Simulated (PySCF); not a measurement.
Species: 3-methyl-1-butene, C₅H₁₀.
Bonds: C1–C2 (double), C2–C3, C3–C4, C3–C5. Hydrogens: H6, H7 on C1; H8 on C2; H9 on C3; H10, H11, H12 on C4; H13, H14, H15 on C5.

Theory: core-valence-separated Tamm–Dancoff BHandHLYP/aug-pcX-1 (pcseg-1 on H) in PySCF, non-relativistic, gas phase, PBE0-D3(BJ)/def2-SVP geometry.

Computed carbon K-edge spectrum, Gaussian lines of 0.5 eV full width, highest printed point 100; it ends one width below the last computed root. The energies are unshifted.

photon energy (eV), absorption and a bar:
```
    282.0          1 
    282.1          3 #
    282.2          8 ##
    282.3         18 #####
    282.4         35 ###########
    282.5         55 #################
    282.6         69 #####################
    282.7         69 #####################
    282.8         56 #################
    282.9         36 ###########
    283.0         19 ######
    283.1          8 ##
    283.2          3 #
    283.3          1 
    283.4          0 
    283.5          0 
    283.6          0 
    283.7          0 
    283.8          0 
    283.9          0 
    284.0          0 
    284.1          0 
    284.2          0 
    284.3          0 
    284.4          0 
    284.5          0 
    284.6          0 
    284.7          0 
    284.8          0 
    284.9          1 
    285.0          2 #
    285.1          5 ##
    285.2          9 ###
    285.3         14 ####
    285.4         18 #####
    285.5         22 #######
    285.6         29 #########
    285.7         44 #############
    285.8         66 ####################
    285.9         88 ##########################
    286.0        100 ##############################
    286.1         96 #############################
    286.2         77 #######################
    286.3         52 ################
    286.4         30 #########
    286.5         16 #####
    286.6          9 ###
```

Task: Assign the maxima to core holes.

Result: 2 maxima:
- 282.6 eV: C1 (terminal =CH2 carbon), 282.67 eV, f = 0.063, 1s→π*, 52 % of the height at the exact maximum; C2 (alkene CH carbon), 282.63 eV, f = 0.059, 1s→π*, 48 % of the height at the exact maximum
- 286.0 eV: C4/C5 (methyl carbon), 285.98 eV, f = 0.073, sum of 2, 42 % of the height at the exact maximum; C4/C5 (methyl carbon), 286.11 eV, f = 0.050, sum of 2, 27 % of the height at the exact maximum; C1 (terminal =CH2 carbon), 285.98 eV, f = 0.025, 14 % of the height at the exact maximum

Further lines of some strength in the range: C4/C5, 285.38 eV, f = 0.020, sum of 2; C1, 285.59 eV, f = 0.009; C2, 285.89 eV, f = 0.013; C3, 285.96 eV, f = 0.008, sum of 2; C4/C5, 286.25 eV, f = 0.019, sum of 2.

Roots within 0.03 eV on the same or equivalent atoms count as one line; shares under 12 % aren't listed.

Vibrational structure and lifetime widths aren't in the curve. The ionisation threshold wasn't computed; near and above it a finite basis only mimics Rydberg series and continuum.

Conformer computed: `[CH2:1]=[CH:2][CH:3]([CH3:4])[CH3:5]`: C1–C2–C3–C4 -118°.

One conformer stands for the species.
